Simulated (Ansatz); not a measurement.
Input file for `C=C=S`:

```yaml
crystal:
  periodic: [false, false, false]
  atoms:
    - {symbol: C, position_ang: [0.557867, -0.264286, 0.096572]}
    - {symbol: C, position_ang: [-0.610503, 0.267896, -0.127147]}
    - {symbol: S, position_ang: [-2.000969, 0.901445, -0.393152]}
    - {symbol: H, position_ang: [1.411184, 0.002330, -0.515762]}
    - {symbol: H, position_ang: [0.692422, -0.980987, 0.898090]}
basis:
  gaussian: {orbitals: cc-pV(D+d)Z}
correlation: {method: ccsd_t}
```

```sh
$ ansatz run in.yaml --threads 4 --pin off --events-out ev --progress --plain --max-ram 10444MiB
```

Output of Ansatz, abridged:

```
Functional definition: HF
578 factors; integrals over basis functions are off by at most 9.0e-4 eV
mean field evaluation 1: about -12907.3575 eV, gradient 2.0e1 eV
mean field evaluation 2: about -12907.3622 eV, gradient 2.0e1 eV
mean field evaluation 4: about -12908.6652 eV, gradient 2.7e0 eV
mean field evaluation 8: about -12908.7138 eV, gradient 1.0e-1 eV
mean field evaluation 16: about -12908.7024 eV, gradient 8.1e-1 eV
mean field -12908.71390823 eV, -474.3864862869 hartree, gradient 2.9e-6 eV, S^2 0.000000; 0 other end points of the search recorded, 0 dependent functions left out
7 core orbitals not correlated: weight in the atoms' cores, before any rotation towards them, 1.000 or more for the frozen orbitals, at most 0.000 for the correlated occupied ones
reference -12908.71390823 eV, -474.3864862869 hartree; 8, 8 occupied and 46, 46 virtual orbitals, 578 factors
second order -10.58030190 eV of doubles, -0.00000000 eV of singles
cycle   1  -10.86562725 eV  change   -2.9e-1 eV  update   1.0e-1
cycle   2  -11.21318830 eV  change   -3.5e-1 eV  update   3.3e-2
cycle   3  -11.32228626 eV  change   -1.1e-1 eV  update   1.9e-2
cycle   4  -11.31918144 eV  change    3.1e-3 eV  update   5.0e-3
cycle   5  -11.31953972 eV  change   -3.6e-4 eV  update   2.1e-3
cycle   6  -11.31972350 eV  change   -1.8e-4 eV  update   6.7e-4
cycle   7  -11.31958657 eV  change    1.4e-4 eV  update   2.8e-4
cycle   8  -11.31973300 eV  change   -1.5e-4 eV  update   1.0e-4
cycle   9  -11.31974074 eV  change   -7.7e-6 eV  update   3.8e-5
cycle  10  -11.31973385 eV  change    6.9e-6 eV  update   1.3e-5
perturbative correction -0.51106830 eV, -0.0187814137 hartree
Total energy: -12920.54471038 eV, -474.8212602467 hartree
```

Run time 0.45 s (4 threads of an Arm Neoverse V1 on a shared host); peak host memory 0.3 GiB.

The correlation energy is -11.831 eV, 4.3 % of it from (T); the T1 diagnostic reads 0.0178.
